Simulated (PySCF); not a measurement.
## How the method changes the constants of BF⁺

State: ²Σ⁺ (doublet), unpaired electrons σ ↑. Set-up: basis B aug-pcseg-1, F aug-pcseg-1; no relativity; PySCF 2.14. De refers to B⁺ + F in their high-spin ground configurations, without counterpoise correction. The functionals are run spin-unrestricted. A positive dipole points towards F; it is taken about the centre of mass and depends on that origin.

```tsv
Level	Re (Å)	ωe (cm⁻¹)	De (eV)	μ (D)	CPU s a point (SCF and correlation, without the integrals)
UHF	1.208	1750	3.88	-3.75	0.11
UHF-MP2	1.232	1643	5.27	n/a	0.17
UHF-SCS-MP2	1.231	1645	4.91	n/a	n/a
UHF-CCSD	1.228	1654	4.32	n/a	n/a
UHF-CCSD(T)	1.232	1633	4.43	n/a	3.5
PBE	1.235	1602	5.67	-3.32	0.46
PBEsol	1.232	1615	6.01	-3.32	0.31
revPBE	1.239	1585	5.38	-3.34	0.31
r²SCAN	1.226	1646	5.69	-3.42	0.71
B3LYP	1.225	1651	5.24	-3.46	0.55
PBE0	1.222	1667	5.32	-3.44	0.74
CAM-B3LYP	1.221	1674	5.30	-3.47	0.72
```

Question: Which functional lies closest to UHF-CCSD(T) in De, which farthest, and by how much do they differ from it?

Answer: Closest is B3LYP (-0.7 pm in Re, +1.1 % in ωe, +0.81 eV in De against UHF-CCSD(T) in the same basis), farthest PBEsol (+0.0 pm in Re, -1.1 % in ωe, +1.58 eV in De). CCSD(T) converges more slowly with the basis than the functionals do and binds too weakly in this one, so the order can change at the basis-set limit.

Question: What does a quarter of exact exchange do here, going from PBE to PBE0?

Answer: PBE0 less PBE: -1.3 pm in Re, +4.1 % in ωe, -0.35 eV in De. Exact exchange removes part of the self-interaction that spreads semilocal densities, and in most molecules shortens and stiffens the bond and lowers De; so it does here.

Question: What does the step from GGA to meta-GGA do here, going from PBE to r²SCAN?

Answer: r²SCAN less PBE: -0.9 pm in Re, +2.7 % in ωe, +0.02 eV in De. 

Correlated steps freeze 2 core orbitals. Correlated levels converge slowly with the basis: in double zeta they bind strong bonds too weakly, by up to about 1 eV, and carry superposition errors of some tenths. For an ion De counts to the pair picked by the measured ionisation energies or electron affinities, which need not be the lowest pair at this level. The state is the lowest determinant that a PBE0 search found; another state may lie lower at other levels.

The whole job (state search and all levels along the bond) took about 1.5 min on 1 thread of Arm Neoverse V1 (shared host), peak memory 0.55 GiB.
